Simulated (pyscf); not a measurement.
Four-centre exchange: `[BH2][OH]` + `[CH4]` -> `[BH2][CH3]` + `[OH2]`

Gas phase, singlet surface, charge 0. Bonds broken: B1–O2, C6–H7. Bonds formed: B1–C6, O2–H7. Optimised with ωB97X-D3(BJ)/def2-SVP in PySCF. MP2 and CC: frozen core, UHF for open shells. ΔMP2 is the change of the MP2 total energy from the triple- to the quadruple-zeta basis.

Transition state (Å):

```xyz
10

B     -0.6584    -0.1554    -0.6917
O      0.1716    -0.2133     0.6544
H     -0.0878    -0.7544    -1.5729
H     -1.8412    -0.3543    -0.5033
H     -0.4348    -0.2845     1.4014
C     -0.4584     1.5877    -1.0324
H     -0.0112     0.8683     0.0594
H     -1.0599     1.4557    -1.9442
H      0.5283     1.9599    -1.3490
H     -0.9748     2.3508    -0.4269
```

One imaginary mode, 1433i cm⁻¹; descent along it reached the two sides named, in the forms told below.

```csv
bond,change,reactant side (Å),saddle,product side
B1–O2,breaks,1.353,1.582,1.763
C6–H7,breaks,1.099,1.382,2.520
B1–C6,forms,3.4,1.787,1.605
O2–H7,forms,2.8,1.248,0.968
```

Electronic energies relative to the separated reactants (kcal/mol):

| level | barrier | reaction energy | reverse barrier |
|---|---|---|---|
| ωB97X-D3(BJ)/def2-TZVP | 51.1 | +35.4 | 15.7 |
| PBE/def2-TZVP | 44.3 | +36.1 | 8.2 |
| r²SCAN/def2-TZVP | 47.1 | +36.6 | 10.5 |
| B3LYP-D3(BJ)/def2-TZVP | 53.0 | +36.9 | 16.1 |
| PBE0-D3(BJ)/def2-TZVP | 46.1 | +35.2 | 10.9 |
| M06-2X/def2-TZVP | 50.7 | +36.9 | 13.8 |
| ωB97M-D3(BJ)/def2-TZVP | 50.9 | +36.0 | 15.0 |
| HF/def2-TZVP | 74.0 | +36.8 | 37.2 |
| MP2/def2-QZVPP | 49.9 | +34.5 | 15.4 |
| CCSD/def2-TZVPP | 55.4 | +34.9 | 20.5 |
| CCSD(T)/def2-TZVPP | 52.3 | +35.1 | 17.2 |
| CCSD(T)/def2-TZVPP + ΔMP2(QZVPP) | 52.2 | +34.4 | 17.8 |

With CCSD(T)/def2-TZVPP + ΔMP2(QZVPP) energies and thermal terms (ideal gas, 1 atm, RRHO with modes under 100 cm⁻¹ raised to 100, one conformer, R ln 2 for chiral ones without a mode under 150 cm⁻¹), in kcal/mol:

| T (K) | ΔH‡ | ΔG‡ | ΔH | ΔG |
|---|---|---|---|---|
| 298 | 50.8 | 60.4 | +33.0 | +31.6 |
| 600 | 51.2 | 70.1 | +33.7 | +29.8 |
| 900 | 52.0 | 79.4 | +34.1 | +27.8 |
| 1200 | 52.9 | 88.4 | +34.3 | +25.7 |

On the product side the descent ends in an adduct with a B–O contact, 11.2 kcal/mol under the separated species and 26.9 kcal/mol under the saddle at ωB97X-D3(BJ)/def2-TZVP. What is counted as broken (B–O) persists as a longer contact in the product adduct; parting that adduct is a step of its own. The same reactants have a lower exit, to H₃C–BH–OH + H₂ (barrier +45.0 kcal/mol at ωB97M-D3(BJ), against +50.9 kcal/mol here). This is the saddle that the search found; another between the same sides may lie lower. The CCSD(T) − MP2 part came from Ansatz, without density fitting, on the same reference.
